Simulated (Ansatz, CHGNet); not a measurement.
Ladder of methods for the equilibrium lattice constant a of rock-salt SnTe (cubic form, which distorts at low temperature)

Reference value: 6.316 Å (measured, room temperature, no zero-point or thermal correction; as tabulated in Maiti et al. (2022), arXiv:2109.01420).

Task: What do CHGNet-r²SCAN, LDA, PBE, r²SCAN-D4, HSE06 give, and how far is each from the reference?

Result: 
```csv
level (code),value (Å),difference (%)
CHGNet-r²SCAN (CHGNet),6.361,+0.71
LDA (Ansatz),6.235,-1.28
PBE (Ansatz),6.410,+1.49
r²SCAN-D4 (Ansatz),6.339,+0.36
HSE06 (Ansatz),6.360,+0.70
```

The reference is not for a static lattice or low temperature, so close values are not ranked against it. Off by more than 1.25 % (a bound picked here): LDA (-1.28 %), PBE (+1.49 %).

The measured value isn't corrected to a static lattice, so vibrations enter the comparison. A static lattice is as a rule a little smaller than the measured one.  LDA, PBE, r²SCAN-D4, HSE06: symmetry holds this phase in the static calculation, where it need not be a minimum. Cutoffs and k meshes differ between the levels. Ansatz's density-functional and Hartree–Fock values are scalar-relativistic unless marked +SOC, with PAW data made under PBE.

Machine-learned potentials (CHGNet-r²SCAN) are trained on DFT data, which may include these solids.

Differences are worked out from the printed values.

Ansatz is a first-principles code.
